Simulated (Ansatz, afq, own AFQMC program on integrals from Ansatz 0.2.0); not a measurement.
# Where AFQMC and coupled cluster stand for NH3, triplet

```xyz
4

H    -2.1049    0.0594    0.0000
H    -0.9959    0.0594    0.0000
N     0.1901    0.0594    0.0000
H     0.4592   -0.9448    0.0000
```

Basis cc-pVTZ. Only valence electrons are correlated. Ansatz 0.2.0 and our own AFQMC program on the same integrals; the CISD trial comes from CCSD amplitudes, and released means the phaseless constraint is let go. Error bars are statistical, one sigma.

Determinant: UHF, the one that the program's search chose, which needn't be the lowest solution. The geometry is a point of a scan.

No full CI on the walks' own integrals is used here; CCSDT(Q) serves as the reference and is uncertain by about the last step of the cluster series.

Cautions: lower spins were not checked; unrestricted determinant slightly spin contaminated (⟨S²⟩ 2.06 against 2.00); the released energies are still falling, so no released level is given (meV from the phaseless value at times in 1/Eh: 0.4 ± 2.4 at 0.24, -3.8 ± 2.3 at 0.51, -8 ± 3 at 0.99, -8 ± 3 at 1.62, -12 ± 3 at 2.40), though the last usable value meets CCSDT(Q) within the noise.

The T1 diagnostic is 0.0194. The weight of the determinant in the CISD state is 0.921. The ⟨S²⟩ of the determinant is 2.056. The size of the correlated space is 8 electrons in 71 orbitals.

```
  level  correlation energy (eV)
    MP2                  -5.1814
   CCSD                  -5.8226
CCSD(T)                  -6.0053
```

Task: Estimate where phaseless AFQMC with the Hartree–Fock trial lies against CCSD(T) on the same integrals.

Result: 0.62 ± 0.81 mEh above CCSD(T). The gap is under twice the noise, so this walk alone can't tell the two apart.

Reference: CCSDT(Q), correlation energy -6.030 eV.

```
        level  E − E(reference) (mEh)  share of correlation (%)
      CCSD(T)                    0.92                     99.59
        CCSDT                    0.29                     99.87
  ph-AFQMC/HF             1.54 ± 0.81                     99.30
ph-AFQMC/CISD             0.27 ± 0.13                     99.88
```

A walk keeps the symmetry of its determinant, which the program's search chose and which needn't be the lowest solution, so a lower state of the same spin and another symmetry isn't excluded.
